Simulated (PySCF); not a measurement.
# r2SCAN/STO-6G run of CS (carbon monosulfide)

Aim: the vertical singlet–triplet gap of CS (carbon monosulfide) at r2SCAN/STO-6G, from 2 runs. Input form: a Python script.

Program for the calculation: PySCF 2.14.0.

21 further runs of the same task are left out: 10 that didn't finish, 11 set aside as unsound or not needed.

### Step 1. The structure to begin with

CS: 2 atoms, total charge 0, spin state singlet. SMILES: `[C-]#[S+]`. The bond length is the measured one.

Bond lengths: C1–S2 1.535 Å.

### Step 2. The energy at r2SCAN/STO-6G

calc.py reads:

```python
# carbon monosulfide
from pyscf import gto, dft

system = gto.M(
    atom='''
C      0.000000     0.000000     0.000000
S      0.000000     0.000000     2.900618
''',
    charge=0,
    basis='sto-6g',
    spin=0,
    unit='bohr',
    verbose=3,
    max_memory=1860,
)

mf = dft.RKS(system)
mf.xc = 'r2scan'
mf.grids.level = 5
mf.conv_tol = 1e-10
mf.kernel()
if not mf.converged:
    mf = mf.newton().run(mf.mo_coeff, mf.mo_occ)

e_final = mf.e_tot
print(f'total energy: {e_final:.8f} hartree')
```

Launch:

```sh
$ OMP_NUM_THREADS=1 python calc.py
```

The program printed:

```text
converged SCF energy = -434.677335113686
total energy: -434.67733511 hartree
```

Wall time 1.8 s (1 thread of Arm Neoverse V1, shared host); peak memory 0.16 GiB.

### Step 3. The triplet at the same level

start.xyz reads:

```xyz
2

C      0.000000     0.000000     0.000000
S      0.000000     0.000000     1.534941
```

input.py reads:

```python
from pyscf import gto, dft

mol = gto.M(
    atom='start.xyz',
    max_memory=1860,
    spin=2,
    verbose=4,
    charge=0,
    basis='sto-6g',
)

calc0 = dft.UKS(mol)
calc0.xc = 'r2scan'
calc0.grids.level = 5
calc0.conv_tol = 1e-10
calc0.kernel()
if not calc0.converged:
    calc0 = calc0.newton().run(calc0.mo_coeff, calc0.mo_occ)

energy = calc0.e_tot
print('E = %.10f Eh' % energy)
```

Launch:

```sh
$ OMP_NUM_THREADS=1 python input.py
```

The program printed:

```text
PySCF version 2.14.0

[INPUT] num. atoms = 2
[INPUT] num. electrons = 22
[INPUT] charge = 0
[INPUT] spin (= nelec alpha-beta = 2S) = 2
[INPUT] symmetry False subgroup None
[INPUT] Mole.unit = angstrom
[INPUT] Symbol           X                Y                Z      unit          X                Y                Z       unit  Magmom
[INPUT]  1 C      0.000000000000   0.000000000000   0.000000000000 AA    0.000000000000   0.000000000000   0.000000000000 Bohr   0.0
[INPUT]  2 S      0.000000000000   0.000000000000   1.534941000000 AA    0.000000000000   0.000000000000   2.900618107366 Bohr   0.0

nuclear repulsion = 33.0963940948349
number of shells = 8
number of NR pGTOs = 84
number of NR cGTOs = 14
basis = sto-6g
ecp = {}

[... 39 lines left out ...]
[... the frontier-level lines of each cycle are left out ...]
[... 11 lines left out ...]
[... 11 lines left out ...]
[... 11 lines left out ...]
[... 11 lines left out ...]
[... 5 lines left out ...]

cycle= 10 E= -434.551421190641  delta_E= -1.51e-10  |g|= 1.3e-06  |ddm|= 0.000138


cycle= 11 E= -434.551421190802  delta_E= -1.61e-10  |g|= 1.29e-06  |ddm|= 0.000149


cycle= 12 E= -434.551421190894  delta_E= -9.22e-11  |g|= 1.29e-06  |ddm|= 8.57e-05


Extra cycle  E= -434.551421191043  delta_E= -1.48e-10  |g|= 1.29e-06  |ddm|= 0.000138
converged SCF energy = -434.551421191043  <S^2> = 2.0494024  2S+1 = 3.0327561
E = -434.5514211910 Eh
```

It took 3.9 s on 1 thread of Arm Neoverse V1, shared host; peak memory 0.18 GiB.

### Step 4. What came out

At r2SCAN/STO-6G:

| quantity | value |
| --- | --- |
| singlet: total energy | -434.67734 Eh |
| singlet: dipole moment | 1.59 D |
| singlet: HOMO energy | -4.01 eV |
| singlet: LUMO energy | 0.93 eV |
| singlet: HOMO–LUMO gap | 4.95 eV |
| triplet: total energy | -434.55142 Eh |
| triplet: dipole moment | 0.06 D |
| triplet: HOMO energy (highest over α and β) | -0.09 eV |
| triplet: ⟨S²⟩ | 2.049 |
| vertical energy of the triplet above the singlet | 3.426 eV |

What this shows: At this shape the triplet lies 3.43 eV (79 kcal/mol) above the singlet. In a minimal basis such a difference can be off by several eV, whatever the method.
